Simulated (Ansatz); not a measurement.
# Two structures, one formula

The two ends of one reaction step of CH$_{6}$AlCl, closed shell (PBE0-D4/def2-TZVP).

A:

Al1  (-1.514, 0.189, 0.155)
C2  (1.287, -0.030, -0.125)
H3  (-1.724, 0.949, -1.211)
H4  (-1.234, 0.892, 1.537)
H5  (0.722, -0.882, 0.266)
Cl6  (-1.998, -1.864, 0.187)
H7  (2.061, -0.426, -0.781)
H8  (1.727, 0.523, 0.702)
H9  (0.674, 0.649, -0.730)
(Å)

B:

Al1  (-0.887, 0.645, -0.023)
C2  (1.063, 0.429, -0.153)
H3  (-1.758, 0.723, -1.353)
H4  (-1.534, 1.131, 1.348)
H5  (-0.015, -2.193, 0.327)
Cl6  (-1.274, -1.956, 0.403)
H7  (1.362, -0.222, -0.981)
H8  (1.508, 0.044, 0.771)
H9  (1.535, 1.400, -0.340)
(Å)

Program: Ansatz 0.2.0. Basis: def2-TZVPP. Cores are frozen in the correlated methods. B3LYP uses VWN-RPA correlation.

Question: Which structure is lower at CCSD(T), and by how much? (An estimate is asked for; the value comes from the calculation.)

Answer: By the calculation: A, by 1.639 eV (electronic energy, against the other). By their contacts, A is a complex of AlH₂Cl ([AlH2][Cl]) + CH₄ and B is CH₆AlCl ([CH3][AlH2][ClH]).

All methods give the same order:

```csv
method,E(B) − E(A) (eV)
SPW92,1.530
PBE-D4,1.598
BLYP-D4,1.642
r2SCAN-D4,1.686
B97M-V,1.684
PBE0-D4,1.645
B3LYP-D4,1.679
r2SCAN0-D4,1.706
BHLYP-D4,1.739
CAM-B3LYP-D4,1.673
wB97X-V,1.663
wB97M-V,1.649
B2PLYP,1.696
PBE-QIDH,1.684
RPA on PBE,1.574
HF,1.852
MP2,1.676
CCSD,1.660
CCSD(T),1.639
```

The T1 diagnostic stays at or below 0.009.

Labels in which every atom is bracketed show which atoms are joined, not bond orders.

For scale, one of the runs: CCSD(T)/def2-TZVPP, 199 basis functions, launched by `ansatz run in.yaml --threads 2 --pin off --events-out ev --progress --plain --max-ram 4352MiB`. Time: 44 s of wall clock on 2 CPU threads of an Arm Neoverse V1; the host was shared. Peak host memory: 2.2 GiB.
